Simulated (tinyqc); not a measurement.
Inside a calculation. Method: Pariser-Parr-Pople SCF with singles CI, for the molecule C=C1C=CC=C1 (SMILES; centres numbered as the heavy atoms are written). One step of it, computed by the program tinyqc.

Task: Iteration 1: orbitals and new P. Diagonalise F (the basis is taken as orthonormal) and form P = 2 sum c c over the lowest orbitals.

F (eV), order 1C, 2C, 3C, 4C, 5C, 6C:
```
[[-5.849117, -5.255308, -0.543972, 0.579404, 0.579404, -0.543972],
 [-5.255308, -5.985627, -4.085969, 0.268271, 0.268271, -4.085969],
 [-0.543972, -4.085969, -5.197074, -5.328594, 0.321508, 0.979213],
 [0.579404, 0.268271, -5.328594, -4.584352, -4.354923, 0.321508],
 [0.579404, 0.268271, 0.321508, -4.354923, -4.584352, -5.328594],
 [-0.543972, -4.085969, 0.979213, 0.321508, -5.328594, -5.197074]]
```

pi electrons, sum of z_r less the charge = 6

Give: orbital energies; P after iteration 1.

Result:

orbital energies (eV): [-14.4911, -10.8588, -9.5876, -2.5363, 2.8943, 3.1819]

P after iteration 1, order 1C, 2C, 3C, 4C, 5C, 6C:
```
[[0.7796, 0.8338, 0.1764, -0.3113, -0.3113, 0.1764],
 [0.8338, 1.0151, 0.3861, -0.0561, -0.0561, 0.3861],
 [0.1764, 0.3861, 1.0890, 0.8156, -0.0694, -0.3767],
 [-0.3113, -0.0561, 0.8156, 1.0136, 0.4793, -0.0694],
 [-0.3113, -0.0561, -0.0694, 0.4793, 1.0136, 0.8156],
 [0.1764, 0.3861, -0.3767, -0.0694, 0.8156, 1.0890]]
```
